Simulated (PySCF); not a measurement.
**Deuteron quadrupole couplings in `COC[CH-]C#N`**

C4H6NO (charge -1).
Z-matrix (Å and degrees, GFN2-xTB, dihedral held geometry), rows numbered from 1:
```
C 
O   1  1.3807
C   2  1.4903  1  112.83
C   3  1.4663  2  114.94  1   176.86
C   4  1.3662  3  120.72  2   -60.00
N   5  1.1708  4  172.15  3  -123.23
H   1  1.1065  2  112.05  3    61.79
H   1  1.0935  2  108.05  3  -178.49
H   1  1.1049  2  111.88  3   -58.88
H   3  1.1049  2  106.13  1   -59.37
H   3  1.1082  2  104.23  1    54.23
H   4  1.0934  3  114.92  2    83.04
```

Level: PBE0/pcSseg-1 (PySCF, non-relativistic); Q(2H) = 0.00286 b; rigid geometry, the same for H and D, with no vibrational averaging.

Question: Rank these positions by the coupling χzz of a deuteron there, largest first.
A. H10 (methylene hydrogen)
B. H11 (methylene hydrogen)
C. H8 (methyl hydrogen)
D. H12 (hydrogen on carbon)

Answer: D (220 kHz), C (206 kHz), A (192 kHz), B (187 kHz).

Tabulate Vzz, the asymmetry η and χzz = 234.96 MHz × Q × Vzz for every hydrogen position.

| atom | bonded to | bond length (Å) | Vzz (au) | η | χzz (kHz) |
| --- | --- | --- | --- | --- | --- |
| H7 | C1 | 1.106 | 0.2811 | 0.06 | 189 |
| H8 | C1 | 1.093 | 0.3059 | 0.04 | 206 |
| H9 | C1 | 1.105 | 0.2823 | 0.05 | 190 |
| H10 | C3 | 1.105 | 0.2864 | 0.05 | 192 |
| H11 | C3 | 1.108 | 0.2783 | 0.05 | 187 |
| H12 | C4 | 1.093 | 0.3281 | 0.20 | 220 |

A static deuteron (I = 1) shows a doublet split by (3/2)χ, (3/4)χ(1 + η) and (3/4)χ(1 − η) with the field along z, y and x of the gradient. What are these for H12?

With |χ| = 220.4 kHz and η = 0.199: 331, 198 and 132 kHz, to first order and without motion.

The geometry is a constrained GFN2-xTB structure with the dihedral O2–C3–C4–C5 held at 300°, isolated molecule; it need not be a minimum. The pcSseg-1 basis has no diffuse functions, a weakness for an anion. The HOMO energy is positive at this level (+0.24 eV), so the outermost electrons may be held by the finite basis alone. GFN2-xTB bond lengths can be off by several hundredths of an ångström, more for odd bonds, and the gradients follow them. These gradients aren't converged with respect to the basis.
